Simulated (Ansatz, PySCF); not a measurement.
System: C4H6, charge 0, singlet. C4H6 (but-2-yne, SMILES C(C)#CC).
B3LYP-D3(BJ)/def2-TZVP minimum from Ansatz (a first-principles code):
```xyz
10

C     -0.0002     0.0011     2.0565
C     -0.0001     0.0003     0.6006
C      0.0001    -0.0003    -0.6006
C      0.0002    -0.0011    -2.0565
H     -0.0090     1.0202     2.4498
H     -0.8782    -0.5156     2.4506
H      0.8864    -0.5005     2.4508
H     -0.0085     1.0175    -2.4509
H      0.8870    -0.5032    -2.4500
H     -0.8777    -0.5183    -2.4502
```

Total energies in hartree (Ansatz). Radicals and triplets start from unrestricted determinants; spin-orbit coupling is neglected. Correlated methods leave the cores frozen. No relativity. Where a partner has so few electrons that a lower coupled-cluster level is exact, that level stands in.

| species | HF/cc-pVTZ | CCSD(T)/cc-pVTZ | HF/cc-pVQZ | CCSD(T)/cc-pVQZ | CCSD(T)/cc-pVDZ | CCSDT(Q)/cc-pVDZ |
|---|---|---|---|---|---|---|
| 1: C4H6 (SMILES CC#CC) | -154.96514 | -155.68150 | -154.97507 | -155.72672 | -155.52009 | -155.52238 |
| 2: C (triplet) | -37.69157 | -37.78076 | -37.69331 | -37.78654 | -37.76038 | -37.76071 |
| 3: H (doublet) | -0.49981 | -0.49981 | -0.49995 | -0.49995 | -0.49928 | -0.49928 |

**Question.** Work out the enthalpy of formation at 298 K (by atomisation, with ideal-gas terms from PySCF's Hessian at B3LYP-D3(BJ)/def2-TZVP and the atoms' measured values of the G2/97 table; no spin-orbit terms) in kcal/mol: take Hartree-Fock from cc-pVQZ, extrapolate the CCSD(T) correlation energy as X^-3 (X = 3, 4), and add CCSDT(Q) - CCSD(T) in cc-pVDZ. The further terms named in the bracket sum to +1.65657 hartree. 1 hartree = 627.51 kcal/mol.

**Answer.** 
Species 1: correlation (64·(-0.75165) - 27·(-0.71636))/37 = -0.77740; step -0.00229; E1 = -154.97507 + (-0.77740) + (-0.00229) = -155.75476
Species 2: correlation (64·(-0.09323) - 27·(-0.08919))/37 = -0.09618; step -0.00033; E2 = -37.69331 + (-0.09618) + (-0.00033) = -37.78982
Species 3: correlation (64·(0.00000) - 27·(0.00000))/37 = 0.00000; step +0.00000; E3 = -0.49995 + (0.00000) + (+0.00000) = -0.49995
+1·E1 -4·E2 -6·E3 +1.65657 = 0.06079 hartree = 38.1 kcal/mol. Measured: 34.8 kcal/mol, 145.8 kJ/mol (Active Thermochemical Tables 1.112 (ions: stationary electron), as tabulated in the package chemicals); atomic spin-orbit terms, which the calculations lack, would raise the computed values. The composite differs from it by +3.3 kcal/mol; core, relativistic and spin-orbit terms are not in it. So large a gap may also come from another state or conformer, or from a fault of the table, which was not checked at its source.
